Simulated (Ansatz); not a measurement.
C4H5Cl can be A, `C=CC(=C)Cl`, or B, `CC=C=CCl`.

Gas-phase electronic energies from Ansatz, PBE0-D4/def2-TZVP geometries. CBS: MP2 limit from def2 TZ/QZ plus the TZ coupled-cluster correction, frozen cores. DFT in def2-TZVPP. B3LYP here is the variant with VWN-RPA as its local correlation; programs differ in this. One conformer a species, not always the lowest.

(1) Which isomer does CCSD(T)/CBS put lower? Give the gap. (Best estimate.)

(2) Give E(B) − E(A) in kcal/mol with ωB97M-V, PBE-D4, B3LYP, r2SCAN-D4, B2PLYP, CCSD(T)/def2-TZVPP, PBE0-D4. (Best estimate.)

Largest T1 diagnostic: 0.011.

Results:

(1) Ansatz gave: A, by 16.0 kcal/mol.

(2) Ansatz gave: ωB97M-V 14.1, PBE-D4 12.8, B3LYP 12.6, r2SCAN-D4 14.0, B2PLYP 14.1, CCSD(T)/def2-TZVPP 15.5, PBE0-D4 13.6. None reverses the order clearly.

From PBE to PBE0 (25 % exact exchange), in def2-TZVPP and without D4, E(B) − E(A) moves by +0.9 kcal/mol. In def2-TZVPP, CCSD(T) changes the Hartree–Fock value by +0.7 kcal/mol (the triples alone add +0.5 kcal/mol) and MP2 by +1.4 kcal/mol.
